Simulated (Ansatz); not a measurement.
**CH₅ (doublet): from Hartree-Fock to the top rungs at distance C1–H5 along a hydrogen transfer = 1.459 Å, cc-pVDZ**

How much of the correlation energy of CH₅ (doublet) does each wave-function method recover here?

Method: cc-pVDZ, core rule «outside noble gas», up to 1 orbitals frozen; program: Ansatz 0.2.0, Gaussian basis.

The runs, in order: UHF; CCSD(T) on ROHF; CCSD(T) on UHF; BCCD(T) on ROHF; CISD; CCSDT(Q) on ROHF; CCSDT(Q) on UHF; CCSDTQ on ROHF; CASSCF and MRCISD+Q, 3 electrons in 3 orbitals; CASSCF and NEVPT2, 3 electrons in 3 orbitals; CASSCF and MRCISD+Q, 9 electrons in 9 orbitals; CASSCF and NEVPT4(SD), 9 electrons in 9 orbitals; CASSCF and NEVPT2, 9 electrons in 9 orbitals.

### 1 What is computed

The geometry derives from fragments relaxed apart (PBE0/def2-TZVP) and kept rigid, so it is no stationary point. A hydrogen atom is moved between rigid fragments.

6 atoms, charge 0, spin multiplicity 2.

Atoms are counted from 1 here; the program's logs count them from 0.

Bond lengths: C1–H2 1.090 Å, C1–H3 1.090 Å, C1–H4 1.090 Å. Angles: H2–C1–H3 109.5°, H2–C1–H4 109.5°, H3–C1–H4 109.5°.

### 2 UHF

Contents of in.yaml:

```yaml
crystal:
  periodic: [false, false, false]
  atoms:
    - {symbol: C, position_ang: [-0.160875, 0.000000, 0.000000]}
    - {symbol: H, position_ang: [-0.524081, 1.027301, 0.000000]}
    - {symbol: H, position_ang: [-0.524081, -0.513650, 0.889668]}
    - {symbol: H, position_ang: [-0.524081, -0.513650, -0.889669]}
    - {symbol: H, position_ang: [1.298125, 0.000000, 0.000000]}
    - {symbol: H, position_ang: [2.191125, 0.000000, 0.000000]}
basis:
  gaussian: {orbitals: cc-pVDZ}
magnetization: {spin_polarized: true, initial_magnetization: 1}
hamiltonian: {xc: hf}
output: {orbitals: {seedname: orbitals}}
```

Command:

```
> ansatz run in.yaml --threads 1 --pin off --events-out ev --progress --plain --max-ram 2816MiB --backend cpu
```

The runs that follow: CCSD(T) on ROHF; CCSD(T) on UHF; BCCD(T) on ROHF; CISD; CCSDT(Q) on ROHF; CCSDT(Q) on UHF; CCSDTQ on ROHF; CASSCF and MRCISD+Q, 3 electrons in 3 orbitals; CASSCF and NEVPT2, 3 electrons in 3 orbitals; CASSCF and MRCISD+Q, 9 electrons in 9 orbitals; CASSCF and NEVPT4(SD), 9 electrons in 9 orbitals; CASSCF and NEVPT2, 9 electrons in 9 orbitals.

**Question.** What will the summary of the whole plan be? Wanted: RCCSDTQ below the RHF energy; RMP2 from RCCSDTQ; UMP2 from RCCSDTQ; RCCSD from RCCSDTQ; RCCSD(T) from RCCSDTQ; UCCSD(T) from RCCSDTQ; RCCSDT(Q) from RCCSDTQ; UCCSDT(Q) from RCCSDTQ; NEVPT2 pair from RCCSDTQ.

As calculated:

| quantity | value |
| --- | --- |
| RCCSDTQ below the RHF energy | -5.7427 eV |
| RMP2 from RCCSDTQ | +952.9 meV |
| UMP2 from RCCSDTQ | +972.8 meV |
| RCCSD from RCCSDTQ | +136.3 meV |
| RCCSD(T) from RCCSDTQ | +19.9 meV |
| UCCSD(T) from RCCSDTQ | +20.8 meV |
| RCCSDT(Q) from RCCSDTQ | +0.2 meV |
| UCCSDT(Q) from RCCSDTQ | -0.2 meV |
| NEVPT2 pair from RCCSDTQ | +850.8 meV |
| NEVPT2 valence from RCCSDTQ | +800.7 meV |
| NEVPT4(SD) valence from RCCSDTQ | +86.5 meV |
| levels within 1 kcal/mol (43 meV) | RCCSD(T), UCCSD(T), BCCD(T), RCCSDT, UCCSDT, RCCSDT(Q), UCCSDT(Q), MRCISD+Q valence |
| T1 diagnostic | 0.026 |
| effectively unpaired electrons | 1.02 |

What this shows: RCCSD(T) misses by +19.9 meV, 0.3 % of the correlation energy. One determinant dominates. Of the multireference levels listed MRCISD+Q valence comes nearest in total energy (+4.7 meV), which doesn't show that its space is the better one. These misses are within one basis, not against nature; the frozen cores of restricted and unrestricted runs differ, which can shift their rows.
